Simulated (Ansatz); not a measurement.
CCSD(T) forces

C$_{2}$H$_{5}$B (SMILES B=CC), singlet, displaced at random from a GFN2-xTB minimum.

B1  (-0.844, -0.134, -1.422)
C2  (-0.047, 0.390, -0.410)
C3  (0.419, -0.176, 0.906)
H4  (-1.489, -0.566, -2.260)
H5  (0.371, 1.385, -0.591)
H6  (0.118, 0.442, 1.757)
H7  (1.489, -0.214, 0.920)
H8  (0.021, -1.163, 1.072)
(Å)

Program: Ansatz 0.2.0. Basis: def2-TZVPP. Cores are frozen in the correlated methods.

CCSD(T) forces from the calculation:
| atom | Fx | Fy | Fz (eV/Å) |
| --- | --- | --- | --- |
| B1 | 0.593 | 0.306 | 0.850 |
| C2 | 0.112 | 0.393 | -0.076 |
| C3 | -0.611 | 0.164 | 0.134 |
| H4 | -0.530 | -0.287 | -0.709 |
| H5 | -0.197 | -0.014 | -0.257 |
| H6 | -0.102 | 0.085 | -0.100 |
| H7 | 0.783 | -0.183 | 0.046 |
| H8 | -0.047 | -0.465 | 0.112 |

(1) Which atom feels the largest CCSD(T) force, and how large is it?

No T1 diagnostic of these runs exceeds 0.013. These are differences at one structure, and CCSD(T) in triple zeta is itself an approximation.

Answers

(1) B1, 1.08 eV/Å, along (0.55, 0.28, 0.79).

Root-mean-square difference of the force components from those of CCSD(T): PBE0-D4 0.190; wB97M-V 0.194; r2SCAN-D4 0.164; PBE-D4 0.193; BHLYP-D4 0.242; wB97X-V 0.180 eV/Å.

For scale, one of the runs: CCSD(T)/def2-TZVPP forces, 163 basis functions (an equivalent command: `ansatz run in.yaml --threads 4`). The run took 50 s on 4 CPU threads (shared host), with 2.5 GiB of host memory at its peak.
